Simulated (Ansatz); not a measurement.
## Ansatz (development build ahead of 0.2.0) run

```yaml
crystal:
  periodic: [false, false, false]
  atoms:
    - { symbol: Na, position_ang: [0.0, 0.0, 0.0] }
    - { symbol: B, position_ang: [0.0, 4.7899, 3.6754] }
    - { symbol: B, position_ang: [0.0, -4.7899, 3.6754] }
basis:
  gaussian: { orbitals: pcseg-2 }
total_charge: 1
magnetization:
  initial_magnetization: 2
hamiltonian:
  xc: r2scan
```

The input is written out in the form of the current development build from the run's settings.

The run gave:

```json
{
  "Converged": "yes",
  "Total energy": "-211.33155 hartree",
  "Spin squared of the determinant": "2.000",
  "Stability test": "minimum among restricted orbitals"
}
```

Caution: stretched shape with no unrestricted run beside it, a lower state can exist; charge can spread falsely over distant fragments; other spin multiplicities may lie lower.
